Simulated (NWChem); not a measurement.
Spin states of P (-1)

```xyz
1

P      0.0000     0.0000     0.0000
```
Charge -1, spin multiplicity 3.

All runs are NWChem calculations.

Basis set: def2-TZVPD. The gap is E(triplet) − E(singlet), so a negative value puts the higher spin lower. Open shells are unrestricted, coupled cluster uses restricted open-shell references, and the singlet is the closed-shell solution. The triplet is the single determinant that the SCF runs reached, with unpaired electrons in orbitals of symmetry b1u and b3u (D2h labels); it need not be the lowest triplet, which in molecules with degenerate π orbitals can need several determinants. Where the lowest singlet needs several determinants, the single determinant used here isn't a pure state and places it wrongly.

Costs are rough ratios of processor time within this set of runs, SCF included, with B3LYP as 1.

The correlated methods keep 5 core orbitals frozen. B3LYP has NWChem's definition, with VWN1-RPA local correlation. The stability of the SCF solutions was not checked. Open-shell Hartree-Fock references start from PBE0 orbitals; any time given for them includes that run. No row is a measurement; the coupled-cluster row has its own basis-set and correlation limits.

```
method      vertical singlet-triplet gap (kcal/mol)  relative cost            remark
----------  ---------------------------------------  -------------  ----------------
M06-2X                                        -27.0        under 3                 -
CCSD(T)                                         ___              6  large amplitudes
B2PLYP                                        -29.2        under 3                 -
B3LYP                                           ___              1                 -
CR-CCSD(T)                                    -25.0              7  large amplitudes
MP2                                             ___        under 3                 -
HF                                              ___        under 3                 -
```

Problem. What belongs in the gaps?

Solution. 
- CCSD(T), vertical singlet-triplet gap (kcal/mol): -24.4
- B3LYP, vertical singlet-triplet gap (kcal/mol): -28.6
- MP2, vertical singlet-triplet gap (kcal/mol): -32.1
- HF, vertical singlet-triplet gap (kcal/mol): -41.7
